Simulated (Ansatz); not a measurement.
Results of the Gaussian-basis code of Ansatz.

Basis-set series for FH₄Si₂, SMILES `F[SiH][SiH3]` radical. The species carries charge 0 and has multiplicity 2. All single points use the PBE0-D4/def2-TZVP geometry.

```tsv
functional	basis	functions	energy (Eh)	HOMO (eV)	LUMO (eV)
PBE0-D4	def2-SVP	70	-680.62045	-6.20	-2.64
PBE0-D4	def2-TZVPP	171	-680.95783	-6.25	-2.65
ωB97M-V	def2-SVP	70	-680.87229	-7.88	-0.93
ωB97M-V	def2-TZVPP	171	-681.21347	-7.95	-1.03
```

Q: Give the rows for def2-QZVPP. (Best estimate.)

A: The calculation gave: 
```csv
functional,basis,functions,energy (Eh),HOMO (eV),LUMO (eV)
PBE0-D4,def2-QZVPP,317,-680.98353,-6.27,-2.68
ωB97M-V,def2-QZVPP,317,-681.23769,-7.98,-1.10
```

HOMO and LUMO are taken over both spins.
